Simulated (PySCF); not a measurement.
## Spin states of LiH

Unrestricted PBE0; basis Li STO-3G, H STO-3G; no relativity; PySCF 2.14. Outer shells of the fragments: Li 2s1; H 1s1.

Followed along the bond (rough minima from three points):

| 2Ms+1 | unpaired | ⟨S²⟩ at the start | R at minimum (Å) | Te (eV) |
| --- | --- | --- | --- | --- |
| 1 | none | 0.00 | 1.53 | 0.00 |
| 3 | σ ↑↑ | 2.00 | none in the scan | ≤ 3.26 |

Solutions found at the starting distance of 1.605 Å, counted from the lowest of them; the search is not exhaustive and high or unbound solutions are not listed, so other states can lie among these:

| 2Ms+1 | unpaired | term | E (eV) | ⟨S²⟩ | ⟨Lz²⟩ | μ (D) |
| --- | --- | --- | --- | --- | --- | --- |
| 1 | none | ¹Σ⁺ | 0.00 | 0.00 | 0.00 | -4.76 |
| 3 | σ ↑↑ | ³Σ⁺ | 3.37 | 2.00 | 0.00 | 3.94 |
| 3 | σ ↑, π ↑ | ³Π | 4.45 | 2.00 | 1.00 | 0.52 |
| 1 | σ ↑, π ↓ | mixed | 4.60 | 1.00 | 1.00 | 0.46 |

A term symbol is given only where ⟨S²⟩ and ⟨Lz²⟩ are close to those of a pure state; real π, δ and φ orbitals otherwise mix terms. A positive dipole means Li(−)H(+).

The measured ground state is X ¹Σ+ (Huber and Herzberg, Constants of Diatomic Molecules (1979)).

Counting both spins, an empty level lies below a filled one in some of these solutions, because spin and occupation are held. STO-3G is very small, so such numbers show the basis as much as the molecule.
